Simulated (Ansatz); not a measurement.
Start from Pt in the fcc (Cu type) structure (space group Fm-3m, No. 225; a = 3.940 Å).

All numbers come from r2SCAN (Ansatz, a quantum-chemistry and plane-wave program, PAW, spin-orbit coupling left out).

```
level   lattice parameter a
------  -------------------
r2SCAN              3.940 Å
```

Problem. From these computed values, estimate the measured ones, and say how each level misses.

Solution. Measured: lattice parameter a 3.913 Å (static lattice; corrected from measurement; as listed in Daniel Mejia-Rodriguez, S. B. Trickey, Phys. Rev. B (2018)). Computed minus measured — lattice parameter a: r2SCAN +0.7 %.

Stability against distortions was not tested. All final runs are without spin polarisation.
